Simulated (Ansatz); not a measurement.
# What a trial cell of NaGa2 relaxes into

These are results of DFT PBE, scalar-relativistic, plane waves, PAW in Ansatz, not measurements. Cutoff 420 eV, Γ-centred k mesh, Gaussian smearing, no spin polarisation in the final step.

NaGa2 was placed on the ThSi2 structure type (I4_1/amd, No. 141), with Na in place of Th, Ga in place of Si, at a guessed volume.

```yaml
crystal:
  lattice:
    - [-2.01075, 2.01075, 6.99133]
    - [2.01075, -2.01075, 6.99133]
    - [2.01075, 2.01075, -6.99133]
  atoms:
    - { symbol: Na, position: [0.00000, 0.00000, 0.00000] }
    - { symbol: Na, position: [0.75000, 0.25000, 0.50000] }
    - { symbol: Ga, position: [0.41650, 0.41650, 0.00000] }
    - { symbol: Ga, position: [0.16650, 0.66650, 0.50000] }
    - { symbol: Ga, position: [0.33350, 0.83350, 0.50000] }
    - { symbol: Ga, position: [0.58350, 0.58350, 0.00000] }
```

Steps on the 6×6×6 mesh (6 atoms). 5 of 5 steps are shown, and the free energy counts from the last. Trial steps that were taken back and renewals of the plane-wave basis can be among the rows.

```tsv
step	ΔF (meV/atom)	V (Å³/atom)	P (GPa)	largest force component (eV/Å)
1	159.9	18.84	12.88	0.046
2	27.7	21.53	4.14	0.007
3	4.0	23.11	1.00	0.003
4	2.3	23.65	0.12	0.004
5	0.0	23.65	0.32	0.004
```

A final relaxation ran on a 12×12×12 mesh. The relaxed crystal, I4_1/amd (No. 141):

```cif
data_structure
_symmetry_space_group_name_H-M 'I4_1/amd:1'
_symmetry_Int_Tables_number 141
_cell_length_a 4.3658
_cell_length_b 4.3658
_cell_length_c 15.0183
_cell_angle_alpha 90.000
_cell_angle_beta 90.000
_cell_angle_gamma 90.000
_cell_volume 286.26
loop_
_atom_site_label
_atom_site_type_symbol
_atom_site_symmetry_multiplicity
_atom_site_Wyckoff_symbol
_atom_site_fract_x
_atom_site_fract_y
_atom_site_fract_z
_atom_site_occupancy
Na1 Na 4 a 0.00000 0.00000 0.00000 1
Ga1 Ga 8 e 0.00000 0.00000 0.41587 1
```

```
Volume per atom          : 23.85 Å³
Density                  : 3.77 g/cm³
Energy over the elements : -0.08 eV/atom
Gap on the 12×12×12 mesh : 0 eV (a metal)
```

Formation energies are uncorrected and refer to the elements' standard structures at the same level.

The final run used a 12×12×12 mesh on its 6-atom cell and 0.10 eV smearing. The k mesh leaves about 4 meV/atom of noise in metals.

Symmetry constrained the relaxation, so the result can be a saddle point.

Cost: 3 runs of about 7.6 core-minutes in all, on AMD EPYC 7R43 (Zen 3) (shared hosts).